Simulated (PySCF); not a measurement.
# S₂F₂: singlet, from a T-shaped (ligand arrangement 2) start

Where does singlet S₂F₂ go from a T-shaped (ligand arrangement 2) start, is the end point a minimum, and what are its modes, charges and moments?

Method: PBE0, basis S def2-TZVP, F def2-TZVP, no relativity, density fitting; program: PySCF 2.14.0.

### Step 1. Where the work starts

4 atoms, charge 0, spin multiplicity 1.

Bond lengths: S1–S2 1.880 Å, S1–F3 1.670 Å, S1–F4 1.670 Å. Angles: S2–S1–F3 88.0°, S2–S1–F4 88.0°, F3–S1–F4 176.0°.

Z-matrix (Å, degrees; charge 0 multiplicity 1):
```
S
S  1 1.8800
F  1 1.6700 2 88.00
F  1 1.6700 2 88.00 3 180.00
```

### Step 2. Finding the electronic state

The steps below are one call of a driver around PySCF. For each, scf.py gives the equivalent set-up of the SCF; relaxations use the driver's own optimiser. After this first run the driver tries any further starts and a stability analysis.

File scf.py:

```python
from pyscf import gto, scf, dft
mol = gto.M(atom='''
S      0.000000     0.000000     0.000000
S      0.000000     0.000000     1.880000
F      1.669000     0.000000     0.058300
F     -1.669000     0.000000     0.058300''',
    basis={'S': 'def2-TZVP', 'F': 'def2-TZVP'},
    charge=0, spin=0)
mf = dft.RKS(mol, xc='PBE0')
mf.grids.atom_grid = (50, 194)
aux = {'S': 'def2-universal-JKFIT', 'F': 'def2-universal-JKFIT'}
mf = mf.density_fit(auxbasis=aux)
mf.conv_tol = 1e-08
mf.diis_space = 10
mf.max_cycle = 60
mf.init_guess = 'minao'
mf.verbose = 4
mf.kernel()
```

The run is started by

```console
$ OMP_NUM_THREADS=4 python axn.py task.json out
```

What it wrote:

```text
init E= -996.232295307963
  HOMO = -0.286183422392988  LUMO = -0.203366475391292  gap/eV = 2.25356
cycle= 1 E= -995.498777487931  delta_E= 0.734  |g|= 0.859  |ddm|= 2.11
  HOMO = -0.247398691286724  LUMO = -0.210735836358652  gap/eV = 0.99765
cycle= 2 E= -995.044559293067  delta_E= 0.454  |g|= 1.88  |ddm|= 1.37
  HOMO = -0.271325737654671  LUMO = -0.189719775082864  gap/eV = 2.22061
cycle= 3 E= -995.616597084448  delta_E= -0.572  |g|= 0.21  |ddm|= 0.94
  HOMO = -0.294159905104713  LUMO = -0.188774728705006  gap/eV = 2.86768
cycle= 4 E= -995.62426466544  delta_E= -0.00767  |g|= 0.136  |ddm|=  0.3
  HOMO = -0.28788906039324  LUMO = -0.189819613356114  gap/eV = 2.66861
cycle= 5 E= -995.629604791387  delta_E= -0.00534  |g|= 0.0101  |ddm|= 0.122
  HOMO = -0.286534581666295  LUMO = -0.188268800147888  gap/eV = 2.67395
cycle= 6 E= -995.629628815676  delta_E= -2.4e-05  |g|= 0.00389  |ddm|= 0.0114
  HOMO = -0.286928812802678  LUMO = -0.188462362776093  gap/eV = 2.67941
cycle= 7 E= -995.629632437278  delta_E= -3.62e-06  |g|= 0.000745  |ddm|= 0.00308
  HOMO = -0.28690998863668  LUMO = -0.188422866099565  gap/eV = 2.67997
cycle= 8 E= -995.629632540568  delta_E= -1.03e-07  |g|= 0.000403  |ddm|= 0.000738
  HOMO = -0.286953168374403  LUMO = -0.188449413169657  gap/eV = 2.68042
cycle= 9 E= -995.629632583303  delta_E= -4.27e-08  |g|= 5.19e-05  |ddm|= 0.000323
  HOMO = -0.286951629169337  LUMO = -0.188447411129218  gap/eV = 2.68044
cycle= 10 E= -995.629632583878  delta_E= -5.75e-10  |g|= 8.55e-06  |ddm|= 4.85e-05
  HOMO = -0.286954064747903  LUMO = -0.188448056765722  gap/eV = 2.68049
Extra cycle  E= -995.629632583808  delta_E= 7.03e-11  |g|= 1.7e-05  |ddm|= 2.21e-05
converged SCF energy = -995.629632583808
```

This step, with its further starts and checks, ran for 6.3 s (4 threads of Arm Neoverse V1, shared host).

No lower closed-shell solution turned up in the test of internal stability.

### Step 3. Relaxation: T-shaped (ligand arrangement 2) start, singlet

The program finds C2v symmetry in the start, which this walk keeps. The walk stops when the largest gradient is under 0.0003 Eh/bohr and the energy has settled too.

scf.py, as its differences from that of step 2:

```diff
@@ -3,4 +3,4 @@
-S      0.000000     0.000000     0.000000
-S      0.000000     0.000000     1.880000
-F      1.669000     0.000000     0.058300
-F     -1.669000     0.000000     0.058300''',
+S      0.000000     0.000000    -0.611361
+S      0.000000     0.000000     1.268639
+F      1.669000     0.000000    -0.553061
+F     -1.669000     0.000000    -0.553061''',
@@ -16 +15,0 @@
-mf.init_guess = 'minao'
```

Steps of the walk:

```csv
step,energy (Eh),change (kJ/mol),largest symmetric gradient (Eh/bohr)
0,-995.629633,0.00,0.03076
1,-995.640266,-27.92,0.00600
2,-995.640460,-28.43,0.00073
3,-995.640469,-28.45,0.00007
```

The walk took 6 s.

End point (C2v, 3 steps, 28.4 kJ/mol gained): S–F 1.712 Å (×2), S–S 1.873 Å; F–S–F 169.1°, F–S–S 95.4° (×2).

### Step 4. Frequencies

On the finer grid the gradient is checked again; gradients at displacements of ±0.02 bohr then give force constants and infrared intensities.

scf.py, as its differences from that of step 3:

```diff
@@ -3,4 +3,4 @@
-S      0.000000     0.000000    -0.611361
-S      0.000000     0.000000     1.268639
-F      1.669000     0.000000    -0.553061
-F     -1.669000     0.000000    -0.553061''',
+S      0.000000     0.000000    -0.526944
+S      0.000000     0.000000     1.346001
+F      1.703980     0.000000    -0.689166
+F     -1.703980     0.000000    -0.689166''',
@@ -10 +10 @@
-mf.grids.atom_grid = (50, 194)
+mf.grids.atom_grid = (75, 302)
@@ -13 +13 @@
-mf.conv_tol = 1e-08
+mf.conv_tol = 1e-10
```

The driver hands on the density of the step before, so the log starts near convergence.

SCF at the final geometry:

```text
init E= -995.640491404323
  HOMO = -0.31263804040837  LUMO = -0.192199517294547  gap/eV = 3.27730
cycle= 1 E= -995.640491403751  delta_E= 5.73e-10  |g|= 4.79e-05  |ddm|= 5.92e-05
  HOMO = -0.312628132723976  LUMO = -0.192200703906146  gap/eV = 3.27700
cycle= 2 E= -995.640491400181  delta_E= 3.57e-09  |g|= 0.00012  |ddm|= 0.000146
  HOMO = -0.312634916167728  LUMO = -0.192199845967487  gap/eV = 3.27721
cycle= 3 E= -995.640491404431  delta_E= -4.25e-09  |g|= 5.6e-06  |ddm|= 0.000104
  HOMO = -0.312635031318751  LUMO = -0.192199797816173  gap/eV = 3.27721
cycle= 4 E= -995.640491404434  delta_E= -2.27e-12  |g|= 2.99e-07  |ddm|= 2.56e-06
  HOMO = -0.312635095065085  LUMO = -0.192199853390434  gap/eV = 3.27721
Extra cycle  E= -995.640491404437  delta_E= -3.18e-12  |g|= 3.84e-07  |ddm|= 4.89e-07
converged SCF energy = -995.640491404437
```

The whole step took 35 s.

Geometry: C2v; S–F 1.712 Å (×2), S–S 1.873 Å; F–S–F 169.1°, F–S–S 95.4° (×2).

Modes, for the most abundant isotopes:

```json
{"symmetry": "b1", "ω (cm⁻¹)": "233i", "IR (km/mol)": "3.9"}
{"symmetry": "a1", "ω (cm⁻¹)": "326", "IR (km/mol)": "18.5"}
{"symmetry": "b2", "ω (cm⁻¹)": "341", "IR (km/mol)": "0.0"}
{"symmetry": "a1", "ω (cm⁻¹)": "511", "IR (km/mol)": "43.7"}
{"symmetry": "b2", "ω (cm⁻¹)": "618", "IR (km/mol)": "524"}
{"symmetry": "a1", "ω (cm⁻¹)": "729", "IR (km/mol)": "24.1"}
```

With 1 mode imaginary (up to 233i cm⁻¹) this point is a saddle.

Constants and moments:

```yaml
Dipole_moment: 1.18 D
Highest_occupied_level: -8.51 eV
Lowest_empty_level: -5.23 eV
Rotational_constants: 0.1987, 0.1528, 0.08637 cm⁻¹
Zero-point_energy_real_modes: 15.1 kJ/mol
Principal_polarisabilities: 22.9, 42.2, 52.8 bohr³
Atomisation_energy_without_zero-point_energy: 894 kJ/mol
Principal_traceless_quadrupole_moments_about_the_centre_of_mass: -10.48, 5.13, 5.35 D Å
```

Populations by atom (charges in e):

```csv
atom,Mulliken,Löwdin,polar tensor,Mayer order to S1
S1,0.53,0.42,1.46,–
S2,0.06,0.13,-0.07,2.04
"F3,4",-0.29,-0.28,-0.69,0.81
```

Outer orbital energies (eV). occupied: -13.54, -13.46, -12.26, -11.93, -11.43, -9.95, -9.12, -8.51; empty: -5.23, -0.49, 0.78, 4.28.

Mulliken populations on S1: s 5.94, p 8.94, d 0.54, f 0.06.

### Step 5. Leaving the saddle point

The start is the last point, displaced along its most imaginary mode.

The program finds Cs symmetry in the start, which this walk keeps. The walk stops when the largest gradient is under 0.0003 Eh/bohr and the energy has settled too.

scf.py, as its differences from that of step 4:

```diff
@@ -3,4 +3,4 @@
-S      0.000000     0.000000    -0.526944
-S      0.000000     0.000000     1.346001
-F      1.703980     0.000000    -0.689166
-F     -1.703980     0.000000    -0.689166''',
+S      0.000000     0.120000    -0.526952
+S     -0.000000    -0.009565     1.345993
+F      1.703980    -0.092924    -0.689174
+F     -1.703980    -0.092924    -0.689174''',
@@ -10 +10 @@
-mf.grids.atom_grid = (75, 302)
+mf.grids.atom_grid = (50, 194)
@@ -13 +13 @@
-mf.conv_tol = 1e-10
+mf.conv_tol = 1e-08
```

Energy and gradient, step by step:

```csv
step,energy (Eh),change (kJ/mol),largest symmetric gradient (Eh/bohr)
0,-995.642577,0.00,0.00977
1,-995.647438,-12.76,0.01380
2,-995.654555,-31.45,0.02056
3,-995.663107,-53.90,0.01919
4,-995.682181,-103.98,0.05020
5,-995.695791,-139.71,0.04145
6,-995.697627,-144.53,0.01595
7,-995.697874,-145.18,0.00675
8,-995.698036,-145.61,0.00088
9,-995.698040,-145.62,0.00065
10,-995.698042,-145.62,0.00002
```

The walk took 20 s.

Positions (Å) and forces (eV/Å) along the way:

```
step 0
S    0.000   0.120  -0.527   0.000   0.371   0.502
S    0.000  -0.010   1.346   0.000   0.017  -0.140
F    1.704  -0.093  -0.689  -0.413  -0.194  -0.181
F   -1.704  -0.093  -0.689   0.413  -0.194  -0.181
step 1
S    0.000   0.225  -0.498   0.000   0.408   0.710
S    0.000  -0.014   1.361   0.000   0.081  -0.038
F    1.661  -0.143  -0.711  -0.492  -0.245  -0.336
F   -1.661  -0.143  -0.711   0.492  -0.245  -0.336
step 5
S    0.000   0.538  -0.182   0.000  -0.589  -2.130
S    0.000   0.024   1.561   0.000  -0.363   1.324
F    1.163  -0.319  -0.969  -0.419   0.476   0.403
F   -1.163  -0.319  -0.969   0.419   0.476   0.403
step 10
S    0.000   0.521  -0.214   0.000   0.001   0.003
S    0.000   0.020   1.576   0.000  -0.005   0.000
F    1.156  -0.308  -0.960   0.000   0.002  -0.001
F   -1.156  -0.308  -0.960   0.000   0.002  -0.001
```

End point (Cs, 10 steps, 145.6 kJ/mol gained): S–F 1.606 Å (×2), S–S 1.859 Å; F–S–F 92.0°, F–S–S 107.9° (×2).

### Step 6. Frequencies

The same treatment as at the point before.

scf.py, as its differences from that of step 5:

```diff
@@ -3,4 +3,4 @@
-S      0.000000     0.120000    -0.526952
-S     -0.000000    -0.009565     1.345993
-F      1.703980    -0.092924    -0.689174
-F     -1.703980    -0.092924    -0.689174''',
+S      0.000000     0.466136    -0.283662
+S      0.000000    -0.034517     1.506360
+F      1.155729    -0.363188    -1.028976
+F     -1.155729    -0.363188    -1.028976''',
@@ -10 +10 @@
-mf.grids.atom_grid = (50, 194)
+mf.grids.atom_grid = (75, 302)
@@ -13 +13 @@
-mf.conv_tol = 1e-08
+mf.conv_tol = 1e-10
```

Log of the central SCF (cycles and frontier levels):

```text
init E= -995.698026504978
  HOMO = -0.298410265416777  LUMO = -0.0790542868839519  gap/eV = 5.96898
cycle= 1 E= -995.698026504972  delta_E= 5.91e-12  |g|= 9.59e-06  |ddm|= 1.06e-05
  HOMO = -0.298408719751324  LUMO = -0.0790533388569886  gap/eV = 5.96896
Extra cycle  E= -995.698026504943  delta_E= 2.91e-11  |g|= 1.65e-05  |ddm|= 1.49e-05
converged SCF energy = -995.698026504943
```

The whole step ran for 40 s (4 threads of Arm Neoverse V1, shared host).

Geometry: Cs; S–F 1.606 Å (×2), S–S 1.859 Å; F–S–F 92.1°, F–S–S 107.9° (×2).

Modes, for the most abundant isotopes:

```
symmetry  ω (cm⁻¹)  IR (km/mol)  μ (u)
     a''       276          0.0  22.54
      a'       339          8.6  21.83
      a'       417          5.4  22.39
     a''       714          160  22.77
      a'       745         67.6  24.76
      a'       779          311  28.71
```

No imaginary mode, so this is a minimum.

Properties at this point:

```
Dipole moment                                                   : 0.95 D
Highest occupied level                                          : -8.12 eV
Lowest empty level                                              : -2.15 eV
Rotational constants                                            : 0.2715, 0.1324, 0.1011 cm⁻¹
Zero-point energy                                               : 19.6 kJ/mol
Principal polarisabilities                                      : 26.9, 30.2, 54.1 bohr³
Atomisation energy without zero-point energy                    : 1045 kJ/mol
Principal traceless quadrupole moments about the centre of mass : -1.19, -1.10, 2.29 D Å
Entropy at 298.15 K and 1 bar                                   : 292.3 J/(mol K)
Heat capacity Cp at 298.15 K                                    : 62.5 J/(mol K)
Enthalpy at 298.15 K above 0 K                                  : 13.61 kJ/mol
Rotational symmetry number                                      : 1
```

Charges (e) and bond orders:

| atom | Mulliken | Löwdin | polar tensor | Mayer order to S1 |
| --- | --- | --- | --- | --- |
| S1 | 0.53 | 0.32 | 1.62 | – |
| S2 | -0.16 | -0.06 | -0.39 | 2.03 |
| F3,4 | -0.19 | -0.13 | -0.61 | 0.97 |

Mulliken populations on S1: s 5.81, p 8.98, d 0.61, f 0.07.

### Step 7. All stationary points

| spin | group | bonds | imaginary modes (cm⁻¹) | ΔE (kJ/mol) | with zero-point energy |
| --- | --- | --- | --- | --- | --- |
| singlet | Cs | S–F 1.606 Å (×2), S–S 1.859 Å | none | 0.0 | 0.0 |
| singlet | C2v | S–F 1.712 Å (×2), S–S 1.873 Å | 233i | 151.1 | – |

### Step 8. Summary of results

```
                                 quantity                                                          value
                                  minimum                                                    singlet, Cs
                                 geometry  S–F 1.606 Å (×2), S–S 1.859 Å; F–S–F 92.1°, F–S–S 107.9° (×2)
                       wavenumbers (cm⁻¹)   276 (a''), 339 (a'), 417 (a'), 714 (a''), 745 (a'), 779 (a')
                            dipole moment                                                         0.95 D
     highest occupied, lowest empty level                                                -8.12, -2.15 eV
                polar-tensor charge of S1                                                        +1.62 e
                        zero-point energy                                                    19.6 kJ/mol
                      entropy at 298.15 K                                                292.3 J/(mol K)
atomisation energy (no zero-point energy)                                                    1045 kJ/mol
```

From C2v at the start the molecule goes to a Cs minimum, after a stop at a saddle point 151.1 kJ/mol higher, from which it was pushed off along an imaginary mode. In the infrared the band at 779 cm⁻¹ (a', stretch) leads. Other starts or spin states, not run here, may lie lower.

The search up to here took 1.8 min.
